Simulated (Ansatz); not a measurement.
# HN2Si: the cost of one run

The runs use Ansatz 0.2.0, Gaussian basis; def2-QZVPP, core rule «outside noble gas», up to 7 orbitals frozen.

The runs, in order: UHF; ROHF; CCSD(T) on UHF.

**1. What is computed**

The geometry is a PBE0/def2-TZVP stationary point (not a proven minimum) of the parent state, kept for this charge and spin.

4 atoms, charge 0, spin multiplicity 6.

Atoms are counted from 1 here; the program's logs count them from 0.

Bond lengths: N1–Si2 1.697 Å, Si2–N3 1.697 Å, Si2–H4 1.480 Å. Angles: N1–Si2–N3 124.0°, N1–Si2–H4 118.0°, N3–Si2–H4 118.0°.

**2. UHF**

Contents of in.yaml:

```yaml
crystal:
  periodic: [false, false, false]
  atoms:
    - {symbol: N, position_ang: [0.000000, -0.431982, 1.498918]}
    - {symbol: Si, position_ang: [0.000000, 0.364687, 0.000000]}
    - {symbol: N, position_ang: [0.000000, -0.431982, -1.498918]}
    - {symbol: H, position_ang: [0.000000, 1.844223, 0.000000]}
basis:
  gaussian: {orbitals: "def2-QZVPP.json"}
magnetization: {spin_polarized: true, initial_magnetization: 5}
hamiltonian: {xc: hf}
output: {orbitals: {seedname: orbitals}}
```

Command:

```bash
ansatz run in.yaml --threads 1 --pin off --events-out ev --progress --plain --max-ram 2393MiB
```

**Question.** How long does this run take on 1 thread of Arm Neoverse V1, shared host, and how much memory does it need?

About 36 s, with a peak of 0.5 GiB.
